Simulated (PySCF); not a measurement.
## Worked example for 1-pyrroline: ionisation energy to the radical cation

Structure: `C1=NCCC1` (C4H7N).

Computed at ωB97X-D3(BJ)/ma-def2-TZVP // PBE0-D3(BJ)/def2-SVP with PySCF (density fitting, grid level 2). The prefix ma- adds one diffuse s and one diffuse p function on all atoms but H. Zero-point energies come from unscaled PBE0-D3(BJ)/def2-SVP harmonic frequencies.

```
         state       structure       E / Eh
        parent          parent  -211.551475
radical cation          parent  -211.193070
radical cation  radical cation  -211.213281
        parent  radical cation  -211.528047
```

Zero-point energy of the radical cation less that of the parent: -0.037 eV. 1 Eh = 27.2114 eV.

**Question.** Work out the vertical and adiabatic ionisation energy.

**Answer.** Vertical: (-211.193070) − (-211.551475) = 0.358405 Eh = 9.75 eV. Adiabatic: 0.338194 Eh = 9.203 eV, and 9.17 eV with zero-point energy.

**Question.** And the inner reorganisation energy of self-exchange?

**Answer.** The radical cation relaxes by 550.0 meV and the parent by 637.5 meV, so λ = 1188 meV.
